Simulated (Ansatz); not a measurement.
Reaction (SMILES): Cl[C]F (closed-shell singlet) + 3 [H][H] (H2) → C (CH4) + Cl (HCl) + F (HF)
B3LYP-D3(BJ)/def2-TZVP geometries, fixed; electronic energies without zero-point terms.

The energy of full hydrogenation at MP2 with Ansatz (a quantum-chemistry and plane-wave program), in kcal/mol, split into its Hartree-Fock and correlation parts. Cores are frozen. A restricted Hartree-Fock determinant is unstable towards unrestricted orbitals. No added dispersion term, no relativity. Functions are those of the species that has most.

```csv
basis,X,functions,Hartree-Fock,MP2
aug-cc-pV(D+d)Z,2,78,-133.46,-134.74
aug-cc-pV(T+d)Z,3,147,-128.39,-131.91
aug-cc-pV(Q+d)Z,4,264,-128.13,-131.80
```

Worked estimate of the basis-set limit from each neighbouring pair, with Hartree-Fock from the larger set and the correlation part extrapolated as X^-3.
Correlation parts: X = 2: -1.28, X = 3: -3.52, X = 4: -3.67.
- (2,3): (27·(-3.52) - 8·(-1.28))/19 = -4.46; with Hartree-Fock -128.39 the estimate is -132.85 kcal/mol.
- (3,4): (64·(-3.67) - 27·(-3.52))/37 = -3.78; with Hartree-Fock -128.13 the estimate is -131.91 kcal/mol.
The last two estimates differ by 0.94 kcal/mol; the largest set lies 0.11 from the last. Over the last step Hartree-Fock moves by 0.26 and the correlation part by -0.15.
